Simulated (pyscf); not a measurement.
## Four-centre exchange: HO–GeH₃ + water (H₂O) → HO–GeH₂–OH + hydrogen (H₂)

Gas phase, singlet surface, charge 0. Bonds broken: Ge2–H4, O7–H8. Bonds formed: Ge2–O7, H4–H8. Structures and frequencies: ωB97X-D3(BJ)/def2-SVP in PySCF.

Transition state (Å):

```xyz
9

O     -0.2419    -1.2231     0.5246
Ge    -1.2334     0.1669    -0.0475
H      0.6391    -0.9654     0.8193
H     -1.8541     1.4571    -1.3243
H     -2.5318    -0.5962    -0.2966
H     -1.0991     1.2656     1.0081
O      0.0569     0.5291    -1.5398
H     -0.8861     1.1423    -1.7742
H      0.2383    -0.2297    -2.1157
```

One imaginary mode, 1324i cm⁻¹; descent along it reached the two sides named, in the forms told below.

```tsv
bond	change	reactant side (Å)	saddle	product side
Ge2–H4	breaks	1.541	1.918	4.5
O7–H8	breaks	0.966	1.149	2.463
Ge2–O7	forms	3.5	2.006	1.781
H4–H8	forms	3.6	1.113	0.762
```

Electronic energies relative to the separated reactants (kJ/mol):

```csv
level,barrier,reaction energy,reverse barrier
ωB97X-D3(BJ)/def2-TZVP,160.1,-26.5,186.7
PBE/def2-TZVP,137.9,-21.6,159.5
r²SCAN/def2-TZVP,143.8,-29.1,173.0
B3LYP-D3(BJ)/def2-TZVP,157.8,-24.7,182.5
PBE0-D3(BJ)/def2-TZVP,150.6,-19.1,169.7
M06-2X/def2-TZVP,150.3,-43.1,193.4
ωB97M-D3(BJ)/def2-TZVP,160.8,-21.5,182.3
HF/def2-TZVP,231.3,-17.2,248.6
```

With ωB97M-D3(BJ)/def2-TZVP energies and thermal terms (ideal gas, 1 atm, RRHO with modes under 100 cm⁻¹ raised to 100, one conformer, R ln 2 for chiral ones without a mode under 150 cm⁻¹), in kJ/mol:

```tsv
T (K)	ΔH‡	ΔG‡	ΔH	ΔG
298	152.5	196.9	-32.9	-25.8
600	153.0	242.0	-28.1	-20.5
900	156.0	285.9	-24.1	-17.6
1200	159.6	328.6	-21.1	-15.9
```

On the reactant side the descent ends in a complex (not fully relaxed), 24.6 kJ/mol under the separated species and 184.7 kJ/mol under the saddle at ωB97X-D3(BJ)/def2-TZVP. At the saddle there is also a short Ge–H contact that neither side keeps. One saddle was located; it need not be the lowest between these sides. Elements up to Kr have no core potential and no relativistic terms here.
